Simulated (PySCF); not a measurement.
Basis-set dependence of excited states

BH7P2.
InChI=1S/BH7P2/c2-1-3/h1-2H2,3H3

TDDFT with PBE0 (PySCF), vertical singlets, core orbitals frozen in the response, spherical d and f functions. The structure is a single PBE0-D3(BJ)/def2-SVP conformer in the gas phase; no vibrational or solvent corrections.

Problem. How do the low singlets change with the basis? Take 6-31G*, 6-31+G*, def2-SVP, def2-SVPD, aug-cc-pVDZ, def2-TZVP and def2-TZVPD.

Solution. 

```csv
basis,functions,diffuse,S1 (eV),S2 (eV),S3 (eV),S4 (eV),S5 (eV),LUMO (eV),α (au)
6-31G*,64,no,5.36,5.75,6.45,6.83,7.24,0.30,61.3
6-31+G*,76,yes,5.04,5.24,5.70,5.85,6.12,-0.49,68.5
def2-SVP,85,no,5.38,5.80,6.02,6.87,7.30,0.25,62.9
def2-SVPD,124,yes,5.15,5.46,5.64,5.98,6.48,-0.13,74.9
aug-cc-pVDZ,140,yes,4.97,5.19,5.55,5.66,5.99,-0.60,76.7
def2-TZVP,147,no,5.12,5.59,5.72,6.23,6.55,-0.11,71.0
def2-TZVPD,186,yes,5.02,5.27,5.52,5.74,6.19,-0.39,76.5
```

States are compared by their number. Against the largest diffuse basis here (def2-TZVPD, itself not a converged limit), sets without diffuse functions differ by up to 0.36 eV in S1 and 1.11 eV in S5; the smaller diffuse sets differ by up to 0.13 and 0.28 eV. State by state, the largest deviation of a set without diffuse functions is S1 0.36, S2 0.53, S3 0.93, S4 1.13, S5 1.11 eV. The same number needn't mean the same state in each row. Against def2-TZVPD the polarisability deviates by -20% in 6-31G*, -10% in 6-31+G*, -18% in def2-SVP, -2% in def2-SVPD, 0% in aug-cc-pVDZ, -7% in def2-TZVP. A single + in a Pople set puts diffuse functions on heavy atoms only.
